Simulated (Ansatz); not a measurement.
## Relative stability

Two relaxed structures of C2H2Mg, singlet (PBE0-D4/def2-TZVP; forces vanish, vibrations not checked).

A:

C1  (-0.933, -1.323, 0.377)
C2  (-0.253, -0.356, 0.099)
Mg3  (0.883, 1.253, -0.358)
H4  (-1.531, -2.173, 0.620)
H5  (1.835, 2.600, -0.739)
(Å)

B:

| atom | x (Å) | y (Å) | z (Å) |
| --- | --- | --- | --- |
| C1 | -0.8901 | -1.2140 | 0.4257 |
| C2 | -0.6597 | -0.2888 | 1.1500 |
| Mg3 | 1.3951 | 0.9673 | -1.9479 |
| H4 | -1.0942 | -2.0362 | -0.2195 |
| H5 | -0.4551 | 0.5337 | 1.7948 |

Computed with Ansatz 0.2.0 (basis: def2-TZVPP); correlated methods freeze the cores. The outer core shell of Li, Na, Mg and K is correlated. The def2 sets are not built for correlating such inner shells, so the correlated values are less sure here. B3LYP uses VWN-RPA correlation.

**Question.** Which structure is lower at CCSD(T), and by how much? (To be estimated.)

**Answer.** Computed: A, by 8.60 kcal/mol (electronic energy, against the other). By their contacts, A is C₂H₂Mg ([CH][C][MgH]) and B is a complex of C₂H₂ (C#C) + Mg.

All methods give the same order:

| method | E(B) − E(A) (kcal/mol) |
| --- | --- |
| PBE-D4 | 6.77 |
| r2SCAN-D4 | 13.24 |
| PBE0-D4 | 7.36 |
| B3LYP-D4 | 6.91 |
| wB97M-V | 7.32 |
| HF | 6.16 |
| MP2 | 10.64 |
| CCSD | 7.88 |
| CCSD(T) | 8.60 |

The T1 diagnostic stays at or below 0.012.

Labels in which every atom is bracketed show which atoms are joined, not bond orders.

For scale, one of the runs: CCSD(T)/def2-TZVPP, 122 basis functions, launched by `ansatz run in.yaml --threads 2 --pin off --events-out ev --progress --plain --max-ram 4352MiB`. Hardware: 2 CPU threads of an Arm Neoverse V2, shared host. Wall time 7.5 s; peak host memory 0.6 GiB.
